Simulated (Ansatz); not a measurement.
# C₂H₅NO₂: one species, many methods

An exercise on one series of results from a longer session: the logs are not shown, and one member is left open.

Computed with Ansatz 0.2.0, Gaussian basis. Level: functionals in def2-TZVPP, the program's frozen cores in correlated methods.

The runs, in order: PBE-D4, r2SCAN-D4, PBE0-D4, B3LYP-D4, ωB97X-V, ωB97M-V, B2PLYP; CCSD(T)/def2-TZVPP; MP2/def2-QZVPP; extrapolation to the limit.

### Structure used throughout

All runs share one geometry, relaxed beforehand with PBE0-D4 in a triple-zeta def2 set.

SMILES `NCOC=O`, 10 atoms, charge 0, spin multiplicity 1.

Atoms are counted from 1 here; the program's logs count them from 0.

Bond lengths: N1–C2 1.406 Å, N1–H6 1.010 Å, N1–H7 1.010 Å, C2–O3 1.464 Å, C2–H8 1.090 Å, C2–H9 1.090 Å, O3–C4 1.326 Å, C4–O5 1.198 Å, C4–H10 1.101 Å. Angles: C2–N1–H6 112.7°, C2–N1–H7 112.7°, H6–N1–H7 109.4°, N1–C2–O3 111.1°, N1–C2–H8 111.0°, N1–C2–H9 111.0°, O3–C2–H8 107.4°, O3–C2–H9 107.4°, H8–C2–H9 108.8°, C2–O3–C4 115.7°, O3–C4–O5 125.9°, O3–C4–H10 109.7°, O5–C4–H10 124.4°.

Coordinates:

```mol
C2H5NO2
  3D, bonds by distance, orders not assigned

 10  9  0  0  0  0  0  0  0  0999 V2000
   -1.5411    0.8818    0.1812 N   0  0
   -0.6023   -0.1642    0.1533 C   0  0
    0.7275    0.3300   -0.2066 O   0  0
    1.6865   -0.5848   -0.2567 C   0  0
    1.5544   -1.7551   -0.0358 O   0  0
   -1.3231    1.5831    0.8748 H   0  0
   -1.6582    1.3250   -0.7190 H   0  0
   -0.8803   -0.9184   -0.5834 H   0  0
   -0.5197   -0.6406    1.1306 H   0  0
    2.6393   -0.1078   -0.5352 H   0  0
  1  2  8  0
  2  3  8  0
  3  4  8  0
  4  5  8  0
  1  6  8  0
  1  7  8  0
  2  8  8  0
  2  9  8  0
  4 10  8  0
M  END
```

The first run:

Input file in.yaml:

```yaml
crystal:
  periodic: [false, false, false]
  atoms:
    - {symbol: N, position_ang: [-1.541060, 0.881797, 0.181170]}
    - {symbol: C, position_ang: [-0.602255, -0.164213, 0.153285]}
    - {symbol: O, position_ang: [0.727511, 0.329987, -0.206635]}
    - {symbol: C, position_ang: [1.686524, -0.584776, -0.256724]}
    - {symbol: O, position_ang: [1.554393, -1.755107, -0.035787]}
    - {symbol: H, position_ang: [-1.323138, 1.583090, 0.874843]}
    - {symbol: H, position_ang: [-1.658232, 1.324980, -0.719019]}
    - {symbol: H, position_ang: [-0.880268, -0.918445, -0.583412]}
    - {symbol: H, position_ang: [-0.519661, -0.640577, 1.130566]}
    - {symbol: H, position_ang: [2.639286, -0.107837, -0.535189]}
basis:
  gaussian: {orbitals: def2-TZVPP}
hamiltonian: {xc: pbe, dispersion: d4}
output: {forces: true, orbitals: {seedname: orbitals}}
```

Started as:

```console
$ ansatz run in.yaml --threads 4 --pin off --events-out ev --progress --plain --max-ram 10444MiB
```

Steps of the session up to this table: PBE-D4 (GGA); r2SCAN-D4 (meta-GGA); PBE0-D4 (hybrid); B3LYP-D4 (hybrid); ωB97X-V (range-separated); ωB97M-V (range-separated); B2PLYP (double hybrid); CCSD(T) in def2-TZVPP; MP2 in def2-QZVPP.

One table of the session follows, with a row left open; its other results are not shown here.

It belongs to the step «Atomisation energies». 

```
            method  atomisation energy (kcal/mol)
            PBE-D4                          996.1
         r2SCAN-D4                          961.4
           PBE0-D4                          963.2
          B3LYP-D4                          960.9
           ωB97X-V                          962.5
           ωB97M-V                              ?
            B2PLYP                          951.2
     HF/def2-TZVPP                          645.0
    MP2/def2-TZVPP                          954.6
   CCSD/def2-TZVPP                          910.6
CCSD(T)/def2-TZVPP                          929.6
           MP2/CBS                          983.1
       CCSD(T)/CBS                          958.1
```

**Question.** Estimate the row for ωB97M-V.

As computed: atomisation energy (kcal/mol): 963.5. In the column «atomisation energy (kcal/mol)» it lies between PBE0-D4 (963.2) and MP2/CBS (983.1).

Limits of these values: Free atoms (1 N, 2 C, 2 O, 5 H) were run apart at each level; the atomisation energy is their sum less the molecule, without zero-point or spin-orbit terms.
